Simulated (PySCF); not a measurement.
# SO2F2 (sulfuryl fluoride) at B2PLYP/6-311+G(d,p)

We compute the energy of SO2F2 (sulfuryl fluoride). 

Program for the calculation: PySCF 2.14.0.

1 further run of the same task is left out (set aside as unsound or not needed).

## Step 1: The system as given

SO2F2 has 5 atoms, charge 0, and is taken as a singlet. As SMILES, `O=S(=O)(F)F`. Geometry: relaxed at PBE0-D4/def2-TZVP.

Bond lengths: O1–S2 1.404 Å, S2–O3 1.404 Å, S2–F4 1.539 Å, S2–F5 1.539 Å. Angles: O1–S2–O3 124.9°, O1–S2–F4 108.1°, O1–S2–F5 108.1°, O3–S2–F4 108.1°, O3–S2–F5 108.1°, F4–S2–F5 95.6°.

## Step 2: A single-point energy at B2PLYP/6-311+G(d,p)

The input, input.py:

```python
from pyscf import gto, dft, mp

mol = gto.Mole()
mol.atom = '''
O     -0.388200    -0.151100     1.421700
S      0.070900    -0.096900     0.095900
O      1.129600    -0.862200    -0.418700
F     -1.140900    -0.267600    -0.837400
F      0.328600     1.377800    -0.261400
'''
mol.max_memory = 1860
mol.verbose = 3
mol.charge = 0
mol.basis = '6-311+g**'
mol.build()

mf = dft.RKS(mol)
mf.xc = '0.53*HF + 0.47*B88, 0.73*LYP'
mf.grids.level = 5
mf.conv_tol = 1e-10
mf.kernel()
if not mf.converged:
    mf = mf.newton().run(mf.mo_coeff, mf.mo_occ)

pt = mp.MP2(mf, frozen=9).run()
e_tot = mf.e_tot + 0.27 * pt.e_corr
print('PT2 part  %.8f' % (0.27 * pt.e_corr))
print(f'total energy: {e_tot:.8f} hartree')
```

Command:

```sh
$ OMP_NUM_THREADS=1 python input.py
```

The program printed:

```text
converged SCF energy = -747.657804747689
E(RMP2) = -748.834891218954  E_corr = -1.17708647126469
E(SCS-RMP2) = -748.781694280315  E_corr = -1.12388953262561
PT2 part  -0.31781335
total energy: -747.97561809 hartree
```

It took 17 s on 1 thread of Intel Xeon at 2.60GHz (Ice Lake), shared host; peak memory 0.65 GiB.

## Step 3: Results

At B2PLYP/6-311+G**, 9 core orbitals frozen:

| quantity | value |
| --- | --- |
| total energy | -747.97562 Eh |
| dipole moment (SCF part) | 1.00 D |
| HOMO energy (SCF part's orbitals) | -12.46 eV |
| LUMO energy (SCF part's orbitals) | 0.28 eV |
| HOMO–LUMO gap (SCF part's orbitals) | 12.75 eV |
